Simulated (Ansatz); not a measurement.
# AlH₄NSi, SMILES [NH]1[AlH][SiH2]1: an active-space calculation

Program: the Ansatz DFT code, driven from Python.

`alh4nsi.xyz`
```text
7

N    -0.74360   -0.00780   -0.79540
Al    0.29270   -1.36460   -0.08340
Si   -0.12000    0.79700    0.65600
H    -0.19780    0.42270   -1.63520
H     1.03600   -2.78210   -0.19860
H    -1.13010    1.03210    1.68150
H     0.92400    1.83470    0.32960
```

Notebook, run cell by cell (the value of a cell's last expression is shown):

In [1]:
```python
import warnings

import ansatz as az
```

In [2]:
```python
warnings.simplefilter('ignore', az.DeckWarning)
```

In [3]:
```python
molecule = az.Crystal.molecule_from_extxyz('alh4nsi.xyz')
```

In [4]:
```python
calc = molecule.calculation()
calc = calc.basis(gaussian='cc-pVDZ')
calc = calc.correlation(active_electrons=6, active_orbitals=6)
for method in ['sc_nevpt2']:
    summary = (calc if method is None else calc.correlation(method)).run(threads=1, backend='cpu').report
    space = summary['configurations']
    state = space['states'][0]
    print(method or 'casscf', f'total {summary["free_energy_ev"] / 27.211386246:.6f} Ha, active-space state {state["energy"]["hartree"]:.6f} Ha, mean field {summary["reference_energy_ev"] / 27.211386246:.6f} Ha')
    print('  determinants', state['n_determinants'], ' natural occupations', [round(n, 3) for n in space['natural_occupations']])
```
```text
RunWarning: the results are in doubt because another end's mean lies 0.600 eV lower, and its corrected mean 0.154 eV higher
sc_nevpt2 total -587.893899 Ha, active-space state -587.629103 Ha, mean field -587.570554 Ha
  determinants 400  natural occupations [1.978, 1.974, 1.95, 0.048, 0.027, 0.024]
```

Caveats:
- Total energies depend on the basis set; only differences at equal settings carry meaning.
- Warnings are shown shortened and without file and line.
- The geometry is a force-field or estimated start, not a minimum of this method, and the basis set is short of its limit. The active space starts as a window about the frontier orbitals and is then optimised, not chosen by chemistry.
- A lower CASSCF solution was found and passed over, so the printed active-space state isn't the lowest.
- The script silences the warnings on its input, which a real study should read.
- Run time: 7.9 s on 1 thread of Arm Neoverse V1 (shared host), peak memory 0.2 GiB.

(Lines on the test bed's own set-up are left out of the output.)
